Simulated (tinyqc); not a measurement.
A ladder of methods, and size consistency: correlation methods against full CI in the sto-3g basis, for H2O, spin multiplicity 1. Computed by the program tinyqc with PySCF. 

Geometry (angstrom):
```
atom       x        y       z
O     0.0000   0.0000  0.0000
H     0.0000   0.7810  0.6250
H     0.0000  -0.8220  0.6570
```

RHF energy of one = -74.961178 hartree

All electrons correlated; +Q is the Davidson correction (1 - c0^2) E_corr. The last columns treat two copies 100 angstrom apart as one system. FCI is the lowest singlet.

Correlation energies (hartree):
```
method   E_corr of one  share of FCI (%)  E_corr of two at 100 angstrom  two minus twice one (mhartree)
MP2          -0.041912           70.5902                      -0.083824                          0.0000
CISD         -0.058269           98.1408                      -0.112840                          3.6985
CISD+Q       -0.060247          101.4712                      -0.119767                          0.7268
CCSD         -0.059220           99.7424                      -0.118441                          0.0000
CCSD(T)      -0.059298           99.8738                      -0.118597                          0.0000
FCI          -0.059373          100.0000                              -                               -
```

MP2 recovers 71 %, CISD 98.1 % and CCSD 99.7 % of the FCI value (c0^2 = 0.966 in CISD). MP2 and coupled cluster are size consistent, so their last column vanishes; CISD loses 3.70 mhartree, since a double excitation on each copy is a quadruple of the pair, and the Davidson correction leaves +0.73.
